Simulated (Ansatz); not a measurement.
Relaxation of BFH₅N (8 atoms, charge 0, multiplicity 1), to a largest force component of 0.03 eV/Å in at most 50 steps.

Theory: RKS B3LYP-D4/6-31G* (Ansatz 0.2.0).

```xyz
8
Properties=species:S:1:pos:R:3:forces:R:3
B 0.047 0.467 -0.428 -0.05 -0.43 -0.46
H 0.126 -0.014 1.923 0.40 -1.41 0.36
N 1.322 0.068 -0.830 0.10 0.01 -0.04
H 1.509 -0.866 -1.166 -0.01 0.05 -0.05
H 2.131 0.674 -0.815 0.01 -0.01 0.07
H -0.874 -0.289 -0.538 -0.02 0.03 0.06
F -0.160 1.697 0.047 -0.06 0.58 -0.19
H -0.072 0.664 1.908 -0.37 1.19 0.25
```

Question: Where does it end, and by what steps?

Answer: The run converged. The force dipped under the threshold on the way, but the program's further checks kept it going. After 20 steps the energy has fallen by 0.227 eV; H2 moved furthest, 1.55 Å.

| step | energy less start (eV) | largest force component (eV/Å) | accepted |
| --- | --- | --- | --- |
| 0 | 0.0000 | 1.410 | yes |
| 1 | -0.1397 | 0.305 | yes |
| 2 | -0.1750 | 0.093 | yes |
| 3 | -0.1926 | 0.304 | yes |
| 4 | -0.2024 | 0.292 | yes |
| 5 | -0.2045 | 0.244 | yes |
| 6 | -0.1968 | 0.738 | no |
| 7 | -0.2091 | 0.102 | yes |
| 8 | -0.2119 | 0.226 | yes |
| 9 | -0.2151 | 0.222 | yes |
| 10 | -0.2145 | 0.338 | no |
| 11 | -0.2207 | 0.044 | yes |
| 12 | -0.2219 | 0.018 | yes |
| 13 | -0.2235 | 0.245 | yes |
| 14 | -0.2251 | 0.101 | yes |
| 15 | -0.2260 | 0.097 | yes |
| 16 | -0.2265 | 0.096 | yes |
| 17 | -0.2268 | 0.065 | yes |
| 18 | -0.2270 | 0.017 | yes |
| 19 | -0.2272 | 0.010 | yes |
| 20 | -0.2272 | 0.028 | yes |

```xyz
8
Properties=species:S:1:pos:R:3
B 0.095 0.292 -0.784
H -0.154 0.551 3.340
N 1.397 0.046 -1.223
H 1.606 -0.595 -1.974
H 2.208 0.493 -0.817
H -0.846 -0.253 -1.280
F -0.112 1.161 0.224
H -0.165 0.707 2.613
```

The run took 28 s on 1 thread of Arm Neoverse V2, on a shared host, peak memory 0.12 GiB.
